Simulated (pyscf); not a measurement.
9 silicon, germanium or tin steps of one kind (1,1-elimination, closed-shell): barrier in kJ/mol, from the separated reactants or the lowest minimum found. PySCF, gas phase, ωB97X-D3(BJ)/def2-SVP geometries. Functionals in def2-TZVP; the last column is ωB97M-D3(BJ)/def2-TZVP. Rows were drawn at random from the steps of this kind and element class whose saddle was verified and whose references are stable.

```json
[
 {"step": "F–SiH₂–F → F–Si:–F [singlet] + H₂", "PBE": "326.4", "PBE0-D3(BJ)": "356.1", "B3LYP-D3(BJ)": "359.2", "ωB97M-D3(BJ)": "369.9"},
 {"step": "H₃C–CH₂–SnH₃ -> H₃C–CH₃ + SnH₂ [singlet]", "PBE": "192.6", "PBE0-D3(BJ)": "219.9", "B3LYP-D3(BJ)": "214.8", "ωB97M-D3(BJ)": "236.7"},
 {"step": "H₃C–SiH₂–Cl -> H₃C–Si:–Cl [singlet] + H₂", "PBE": "258.8", "PBE0-D3(BJ)": "283.8", "B3LYP-D3(BJ)": "289.8", "ωB97M-D3(BJ)": "296.4"},
 {"step": "H₃Si–SeH → :HSi–SeH [singlet] + H₂", "PBE": "210.3", "PBE0-D3(BJ)": "232.4", "B3LYP-D3(BJ)": "240.9", "ωB97M-D3(BJ)": "244.5"},
 {"step": "Cl–GeH₂–Cl → Cl–Ge:–Cl [singlet] + H₂", "PBE": "249.3", "PBE0-D3(BJ)": "277.1", "B3LYP-D3(BJ)": "275.0", "ωB97M-D3(BJ)": "289.6"},
 {"step": "HO–SiH₂–F → HO–Si:–F [singlet] + H₂", "PBE": "311.5", "PBE0-D3(BJ)": "340.4", "B3LYP-D3(BJ)": "343.9", "ωB97M-D3(BJ)": "354.1"},
 {"step": "H₃Si–SH -> :HSi–SH [singlet] + H₂", "PBE": "223.0", "PBE0-D3(BJ)": "245.2", "B3LYP-D3(BJ)": "253.0", "ωB97M-D3(BJ)": "256.6"},
 {"step": "H₂N–SiH₂–Cl -> H₂N–Si:–Cl [singlet] + H₂", "PBE": "275.3", "PBE0-D3(BJ)": "300.8", "B3LYP-D3(BJ)": "306.8", "ωB97M-D3(BJ)": "313.8"},
 {"step": "H₃C–SnH₃ -> CH₄ + SnH₂ [singlet]", "PBE": "200.5", "PBE0-D3(BJ)": "228.3", "B3LYP-D3(BJ)": "222.8", "ωB97M-D3(BJ)": "244.8"}
]
```

Differences from the last column (kJ/mol): PBE: mean -39.9, median -40.3, mean size 39.9, lower in 9 of 9; PBE0-D3(BJ): mean -13.6, median -13.1, mean size 13.6, lower in 9 of 9; B3LYP-D3(BJ): mean -11.1, median -10.2, mean size 11.1, lower in 9 of 9. PBE is closest for row 7 (33.6 kJ/mol apart) and farthest for row 9 (44.3 kJ/mol). PBE, r²SCAN and M06-2X carry no added dispersion term. The last column is a level with limits of its own. Each barrier is that of the saddle found. Elements up to Kr have no core potential and no relativistic terms here. Elements past Kr carry the def2 core potentials, without spin-orbit coupling.
